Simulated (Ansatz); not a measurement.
System: 2H WS₂. Method: PBEsol (plane waves, PAW; Ansatz, a first-principles code).

Settings: plane-wave cutoff 560 eV, 12×12×4 k mesh (along the axes of the cell as run), perturbation theory, no spin polarisation, scalar-relativistic PAW data made under PBE.

The cell has the measured lattice parameters. Conventional cell: a = 3.1530 Å, b = 3.1530 Å, c = 12.3230 Å, α = 90.00°, β = 90.00°, γ = 120.00°.

```yaml
crystal:
  lattice:
    - [3.15300, 0.00000, 0.00000]
    - [-1.57650, 2.73058, 0.00000]
    - [0.00000, 0.00000, 12.32300]
  atoms:
    - { symbol: W, position: [0.66667, 0.33333, 0.75000] }
    - { symbol: W, position: [0.33333, 0.66667, 0.25000] }
    - { symbol: S, position: [0.66667, 0.33333, 0.12312] }
    - { symbol: S, position: [0.33333, 0.66667, 0.62312] }
    - { symbol: S, position: [0.33333, 0.66667, 0.87688] }
    - { symbol: S, position: [0.66667, 0.33333, 0.37688] }
```

Harmonic phonon frequencies (cm⁻¹; i marks an imaginary mode; at Γ without the LO shift):

```
q point                                                              frequencies
-------  -----------------------------------------------------------------------
Γ                 0 0 0 25 25 39 294 294 296 296 354 354 354 354 415 418 434 437
M        129 131 139 144 175 177 318 321 340 342 345 351 366 367 368 369 406 406
K        144 144 148 148 182 183 339 339 349 349 350 353 355 355 358 360 394 394
A              18 18 18 18 28 28 295 295 295 295 354 354 354 354 417 417 436 436
```

No imaginary mode appears at these points.

Note: the cell isn't this level's own, so it is under some stress, which shifts stiffness and frequencies.
